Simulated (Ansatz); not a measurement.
Input file:

```yaml
crystal:
  periodic: [false, false, false]
  atoms:
    - {symbol: Si, position_ang: [0.000000, 0.000000, 0.000000]}
    - {symbol: Cl, position_ang: [0.000000, 0.000000, 5.514000]}
basis:
  gaussian: {orbitals: 6-31G}
magnetization: {spin_polarized: false, initial_magnetization: 3}
correlation: {active_space: {ras: {orbitals: [4, 3, 9], electrons: 11, max_holes: 2, max_particles: 2}, fixed_orbitals: true}}
frozen_core: true
output: {forces: true}
```

```sh
$ ansatz run in.yaml --threads 1 --pin off --events-out ev --progress --plain --max-ram 2393MiB
```

(1) One thing in this input was set wrong on purpose, beside settings that are merely unusual. What is the gravest fault, and what does the program do?

## Answers

(1) Unknown input key. How the run ends: refused.
```
Error: YAML parse error: error: line 10 column 1: unknown field `frozen_core`, expected one of crystal, accuracy, basis, kpoints, hamiltonian, magnetization, projection, total_charge, correlation, batch, efield, external_charges, scf, relax, neb, saddle, md, ramp, phonons, dielectric, real_time, elastic, magnetic_configurations, gw, evaluate, workflow, output, checkpoint, execution
  --> <input>:10:1
   |
 8 | magnetization: {spin_polarized: false, initial_magnetization: 3}
 9 | correlation: {active_space: {ras: {orbitals: [4, 3, 9], electrons…
10 | frozen_core: true
   | ^ unknown field `frozen_core`, expected one of crystal, accuracy, basis, kpoints, hamiltonian, magnetization, projection, total_charge, correlation, batch, efield, external_charges, scf, relax, neb, saddle, md, ramp, phonons, dielectric, real_time, elastic, magnetic_configurations, gw, evaluate, workflow, output, checkpoint, execution
11 | output: {forces: true}
   |
```
